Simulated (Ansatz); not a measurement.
Species: H4Si, SMILES `[SiH4]` (charge 0, multiplicity 1).

Question: Give a relaxed geometry from Ansatz (an electronic-structure program) with PBE0-D3(BJ)/def2-TZVP.

Answer: the end point of this relaxation (outside a Z-matrix the atoms follow the SMILES, hydrogens last).
Z-matrix (Å, degrees):
```
Si
H 1 1.4846
H 1 1.4846 2 109.47
H 1 1.4846 2 109.47 3 -120.00
H 1 1.4846 2 109.47 4 -120.00
```
